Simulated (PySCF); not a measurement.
**Ionisation energy of Mg by level of theory**

Mg [Ne] 3s2 (1S) → Mg⁺ [Ne] 3s1 (2S), as a difference of total energies. Calculation: PySCF 2.14, in aug-cc-pCVDZ; no relativity, point nucleus. Correlated levels: valence: [Ne] frozen; valence and next inner shell: 1s2 frozen; nothing frozen. The calculations carry no spin-orbit coupling.

```csv
method,ionisation energy (eV)
UHF,6.619
LDA,7.741
PBE,7.638
PBE0,7.565
r2SCAN,7.382
LC-wPBE,7.488
BP86,7.727
BHandHLYP,7.574
B3LYP,7.747
MP2 (valence),7.211
SCS-MP2 (valence),7.330
MP2 (valence and next inner shell),7.267
SCS-MP2 (valence and next inner shell),7.370
MP2 (all electrons),7.266
SCS-MP2 (all electrons),7.370
```

Problem. How much does correlation contribute at MP2 (all electrons)?

Solution. 7.266 − (6.619) = 0.647 eV, measured against UHF.

Errors of the correlated levels include the incompleteness of this basis and the frozen core.

MP2 underrates the near-degeneracy of ns² with np² in the lower species.

For comparison: 7.646 eV (measured; NIST Atomic Spectra Database, ionization energies).
